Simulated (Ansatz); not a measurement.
The cluster Si2Cl, relaxed as a doublet with UKS r2SCAN-D4/def2-TZVP in Ansatz, starting from the GFN1-xTB geometry. Force threshold 0.02 eV/Å.

The relaxation made no stability test and no search for a lower SCF solution. The structure comes from a short search, and lower isomers may exist.

Start:

```xyz
3

Si    0.0271   -0.0146    0.0381
Si   -1.1716    0.6498   -1.6395
Cl    1.1445   -0.6352    1.6013
```

```
step  energy (eV)  largest force component (eV/Å)  SCF passes
   1  -28274.2567                           0.851          20
   2  -28274.2678                           0.078          27
   3  -28274.2680                           0.003          21
```

Force components are those of the run's own axes.

End:

```xyz
3

Si    0.018   -0.009    0.025
Si   -1.165    0.646   -1.630
Cl    1.147   -0.637    1.605
```

By distances, no bond broke or formed. The bond that changes most is Si1–Si2, from 2.17 to 2.14 Å (atoms count from 1).

No frequencies were taken in this run, so the end may be a saddle point.

It took 6 s on 4 threads of Arm Neoverse V1 on a shared host.
